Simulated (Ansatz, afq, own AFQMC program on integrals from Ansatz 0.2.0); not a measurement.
## SiH₃, doublet in 6-31G, levels against full CI

```xyz
4

Si    0.0002   -0.0001   -0.0761
H     2.4627    0.0254    0.7119
H    -1.2546    2.1228    0.7013
H    -1.2124   -2.1452    0.7074
```

Basis 6-31G. Only valence electrons are correlated. AFQMC by an in-house program on the Cholesky factors that Ansatz 0.2.0 writes for its CCSD(T) run. The CISD trial takes its coefficients from CCSD amplitudes. Released means that phaseless walkers are propagated on without the constraint, phases kept. ± is one standard error of the sampling.

Determinant: UHF, the one that the program's search chose, which needn't be the lowest solution. The geometry is a point of a scan.

Full CI on the same integrals is exact in this basis and with this determinant's frozen core.

Cautions: the search met a lower determinant of the same kind, perhaps of another symmetry (426 meV lower); strong correlation (T1 0.178, weight of the determinant 0.42, largest double 0.42); unrestricted determinant spin contaminated (⟨S²⟩ 2.19 against 0.75); the released energies have errors that jump between times, so the bars are unsure, so no released level is given (meV from the phaseless value at times in 1/Eh: -14 ± 6 at 0.24, -72 ± 44 at 0.51, -44 ± 6 at 0.99, -59 ± 7 at 1.62, -75 ± 7 at 2.40).

```
T1 diagnostic                               : 0.1783
weight of the determinant in the CISD state : 0.415
⟨S²⟩ of the determinant                     : 2.186
size of the correlated space                : 7 electrons in 14 orbitals
```

Reference: full CI, correlation energy -2.424 eV. The cautions show a poor starting determinant, so the rows tell how each method copes with it here, and full CI is the sure value.

```csv
level,E − E(reference) (meV),share of correlation (%)
HF,2423.8,0.00
MP2,1747.0,27.92
CCSD,185.9,92.33
CCSD(T),71.5,97.05
ph-AFQMC/HF,331.9 ± 10.8,86.31
ph-AFQMC/CISD,226.2 ± 7.2,90.67
```

A walk keeps the symmetry of its determinant, which the program's search chose and which needn't be the lowest solution, so a lower state of the same spin and another symmetry isn't excluded.
